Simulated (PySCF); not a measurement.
## Working with the constants of PO⁺

RHF-CCSD(T) constants of PO⁺, ¹Σ⁺ (singlet), closed shell (P STO-3G, O STO-3G; no relativity (PySCF 2.14); masses 30.9738 and 15.9949 u):

| Property | Result |
| --- | --- |
| ωe | 1239.2 cm⁻¹ |
| ωexe | 7.06 cm⁻¹ |
| Be | 0.69747 cm⁻¹ |
| αe | 0.00456 cm⁻¹ |
| D (centrifugal) | 8.84e-07 cm⁻¹ |

Task: Give the vibrational terms G(v) and spacings up to v = 6.

Result: G(v) = ωe(v+½) − ωexe(v+½)².

```tsv
v	G(v) (cm⁻¹)	G(v) − G(v−1)	Bv (cm⁻¹)
0	618		0.6952
1	1843	1225	0.6906
2	3054	1211	0.6861
3	4251	1197	0.6815
4	5433	1183	0.6770
5	6602	1169	0.6724
6	7757	1154	0.6678
```

Correlated steps freeze 6 core orbitals. The CCSD T1 diagnostic is raised, a sign that a single reference may not be enough here. STO-3G is very small, so such numbers show the basis as much as the molecule.
